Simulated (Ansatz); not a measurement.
**Si2 (triplet): from Hartree-Fock to the top rungs, aug-cc-pVTZ**

Aim: climb from Hartree-Fock through coupled cluster and multireference methods for Si2 (triplet) at one geometry and basis, and see what each rung misses.

Method: aug-cc-pVTZ, core rule «outside noble gas», up to 10 orbitals frozen; program: Ansatz 0.2.0, Gaussian basis.

Plan: UHF; CCSD(T) on ROHF; CCSD(T) on UHF; BCCD(T) on ROHF; CCSDT(Q) on ROHF; CCSDT(Q) on UHF; CASSCF and MRCISD+Q, 8 electrons in 8 orbitals; CASSCF and NEVPT2, 8 electrons in 8 orbitals.

5 further runs of the same task are left out: 5 set aside as unsound or not needed.

**1. What is computed**

The geometry is a PBE0/def2-TZVPD stationary point (not a proven minimum) of the parent state, kept for this charge and spin.

2 atoms, charge 0, spin multiplicity 3.

Atoms are counted from 1 here; the program's logs count them from 0.

Bond lengths: Si1–Si2 2.398 Å.

**2. UHF**

The input, in.yaml:

```yaml
crystal:
  periodic: [false, false, false]
  atoms:
    - {symbol: Si, position_ang: [0.000000, 0.000000, 0.000000]}
    - {symbol: Si, position_ang: [0.000000, 0.000000, 2.397800]}
basis:
  gaussian: {orbitals: aug-cc-pVTZ}
magnetization: {spin_polarized: true, initial_magnetization: 2}
hamiltonian: {xc: hf}
output: {orbitals: {seedname: orbitals}}
```

The run is started by

```sh
ansatz run in.yaml --threads 1 --pin off --events-out ev --progress --plain --max-ram 2816MiB --backend cpu
```

After this run come: CCSD(T) on ROHF; CCSD(T) on UHF; BCCD(T) on ROHF; CCSDT(Q) on ROHF; CCSDT(Q) on UHF; CASSCF and MRCISD+Q, 8 electrons in 8 orbitals; CASSCF and NEVPT2, 8 electrons in 8 orbitals.

Q: Predict the results of all the runs planned. Wanted: UCCSDT(Q) below the RHF energy; RMP2 from UCCSDT(Q); UMP2 from UCCSDT(Q); RCCSD from UCCSDT(Q); RCCSD(T) from UCCSDT(Q); UCCSD(T) from UCCSDT(Q); RCCSDT(Q) from UCCSDT(Q); NEVPT2 valence from UCCSDT(Q); MRCISD+Q valence from UCCSDT(Q).

**Answer**, as computed:

| quantity | value |
| --- | --- |
| UCCSDT(Q) below the RHF energy | -5.7897 eV |
| RMP2 from UCCSDT(Q) | +117.9 kJ/mol |
| UMP2 from UCCSDT(Q) | +120.8 kJ/mol |
| RCCSD from UCCSDT(Q) | +42.1 kJ/mol |
| RCCSD(T) from UCCSDT(Q) | +8.1 kJ/mol |
| UCCSD(T) from UCCSDT(Q) | +8.2 kJ/mol |
| RCCSDT(Q) from UCCSDT(Q) | +0.1 kJ/mol |
| NEVPT2 valence from UCCSDT(Q) | +92.5 kJ/mol |
| MRCISD+Q valence from UCCSDT(Q) | +2.1 kJ/mol |
| levels within 1 kcal/mol (43 meV) | RCCSDT, UCCSDT, RCCSDT(Q), MRCISD+Q valence |
| T1 diagnostic | 0.022 |
| effectively unpaired electrons | 2.05 |

What this shows: RCCSD(T) misses by +8.1 kJ/mol, 1.4 % of the correlation energy. One determinant dominates. Of the multireference levels listed MRCISD+Q valence comes nearest in total energy (+2.1 kJ/mol), which doesn't show that its space is the better one. These misses are within one basis, not against nature; the frozen cores of restricted and unrestricted runs differ, which can shift their rows.
